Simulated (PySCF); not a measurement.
A species of formula C5H6S has this rotational fingerprint, computed with PBE0-D3(BJ)/def2-SVP geometry optimisation, gas phase (PySCF):

* Rotational constants: A = 9388, B = 1277, C = 1203 MHz
* Dipole components: |μa| = 1.45 D, |μb| = 1.40 D, |μc| = 0.09 D
* Inertial defect: -29.74 u·Å²
* κ: -0.98

**Question.** Which structure is it? (One computed conformer of each.)
A. `Cc1ccsc1`
B. `[C@H]1(C#CC)CS1`
C. `[CH:1]#[C:2]/[CH:3]=[CH:4]\[S:5][CH3:6]` with C3–C4–S5–C6 0°
D. `[CH:1]#[C:2][C:3](=[CH2:4])[S:5][CH3:6]` with C2–C3–S5–C6 1°

**Answer.** B. It is CC#C[C@H]1CS1, a near-prolate asymmetric top, point group C1. The candidates at the same level (rigid rotor, commonest isotopes):

```csv
SMILES,A (MHz),B (MHz),C (MHz),μa (D),μb (D),μc (D),Δ (u·Å²),point group,rotor
Cc1ccsc1,6975,2456,1837,0.83,0.25,0.00,-3.17,Cs,asymmetric top
C#C/C=C\SC,5174,2010,1461,0.06,0.79,0.00,-3.25,Cs,asymmetric top
C#CC(=C)SC,3750,2746,1602,0.40,1.42,0.00,-3.27,Cs,asymmetric top
CC#C[C@H]1CS1,9388,1277,1203,1.45,1.40,0.09,-29.74,C1,near-prolate asymmetric top
```

`Cc1ccsc1` has B 92 % too high; `C#C/C=C\SC` has B 57 % too high; `C#CC(=C)SC` has B 115 % too high. No structure here is proved a minimum.
